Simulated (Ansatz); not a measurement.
**HCl (triplet): the correlation ladder, def2-TZVPP**

The task here is to estimate one member of a computed series from the others.

Program: Ansatz 0.2.0, Gaussian basis. Level of theory: def2-TZVPP, core rule «outside noble gas», up to 5 orbitals frozen. These are calculated values, not measurements.

To be run: UHF; ROHF; CCSD(T) on UHF.

2 further runs of the same task are left out: 2 set aside as unsound or not needed.

### The system

The geometry is a PBE0/def2-TZVP stationary point (not a proven minimum) of the parent state, kept for this charge and spin.

2 atoms, charge 0, spin multiplicity 3.

Atoms are counted from 1 here; the program's logs count them from 0.

Bond lengths: Cl1–H2 1.279 Å.

The first run:

in.yaml

```yaml
crystal:
  periodic: [false, false, false]
  atoms:
    - {symbol: Cl, position_ang: [0.000000, 0.000000, 0.000000]}
    - {symbol: H, position_ang: [0.000000, 0.000000, 1.278800]}
basis:
  gaussian: {orbitals: def2-TZVPP}
magnetization: {spin_polarized: true, initial_magnetization: 2}
hamiltonian: {xc: hf}
output: {orbitals: {seedname: orbitals}}
```

Launch:

```
$ ansatz run in.yaml --threads 1 --pin off --events-out ev --progress --plain --max-ram 4096MiB --backend cpu
```

Among the steps run: UHF; ROHF; CCSD(T) on UHF.

One table of the session follows, with a row left open; its other results are not shown here.

| method | from UCCSD(T) (meV) |
| --- | --- |
| ROHF | +5889.8 |
| UHF | ? |
| UMP2 | +866.0 |
| UCCSD | +184.7 |
| UCCSD(T) | 0 |

**Question.** Estimate the row for UHF.

The run gave: from UCCSD(T) (meV): +5688.4. In the column «from UCCSD(T) (meV)» it lies between UMP2 (+866.0) and ROHF (+5889.8).
